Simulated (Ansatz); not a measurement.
C3H7NO can be A, `CC1(N)CO1`, or B, `CC(N)C=O`.

Calculated with Ansatz (gas phase, PBE0-D4/def2-TZVP geometries, no zero-point term in ΔE). CBS: MP2 limit from def2 TZ/QZ plus the TZ coupled-cluster correction, frozen cores. DFT in def2-TZVPP. B3LYP here is the variant with VWN-RPA as its local correlation; programs differ in this. One conformer a species, not always the lowest.

A:

```xyz
12

C    -0.543   -0.396    1.207
C     0.020    0.121   -0.083
N    -0.921    0.822   -0.870
C     1.145   -0.540   -0.728
O     1.353    0.655    0.019
H    -0.920    0.433    1.813
H    -1.370   -1.081    1.014
H     0.229   -0.910    1.778
H    -1.338    1.582   -0.346
H    -0.495    1.205   -1.703
H     1.567   -1.445   -0.297
H     1.272   -0.445   -1.805
```

B:

```xyz
12

C    -0.406    1.161   -0.374
C    -0.191   -0.195    0.285
N    -0.324   -1.246   -0.706
C     1.224   -0.219    0.820
O     1.521   -0.049    1.969
H    -0.290    1.968    0.351
H    -1.416    1.219   -0.790
H     0.306    1.309   -1.189
H    -0.867   -0.289    1.146
H    -0.401   -2.157   -0.273
H    -1.148   -1.106   -1.275
H     1.992   -0.396    0.035
```

(1) Which isomer does CCSD(T)/CBS put lower? Give the gap. (Best estimate.)

(2) Give E(B) − E(A) in kcal/mol with B3LYP-D4, r2SCAN-D4, CCSD(T)/def2-TZVPP, B2PLYP, HF/def2-TZVPP, ωB97M-V, CCSD(T)/def2-SVP. (An estimate is asked.)

(3) Does the order hold for the free energy at 298.15 K (harmonic terms from PBE0-D4)? (An estimate is asked.)

Largest T1 diagnostic: 0.013.

Results:

(1) Ansatz gave: B, by 13.5 kcal/mol.

(2) Computed: B3LYP-D4 -14.7, r2SCAN-D4 -11.1, CCSD(T)/def2-TZVPP -13.9, B2PLYP -14.5, HF/def2-TZVPP -18.4, ωB97M-V -12.6, CCSD(T)/def2-SVP -15.5. None reverses the order clearly.

(3) Computed: Yes: G(B) − G(A) = -15.0 kcal/mol, for one conformer each.

At CCSD(T), def2-SVP lies −1.9 kcal/mol from the extrapolated value and def2-TZVPP −0.3 kcal/mol. From BLYP to BHLYP (50 % exact exchange), in def2-TZVPP and without D4, E(B) − E(A) moves by +0.8 kcal/mol.
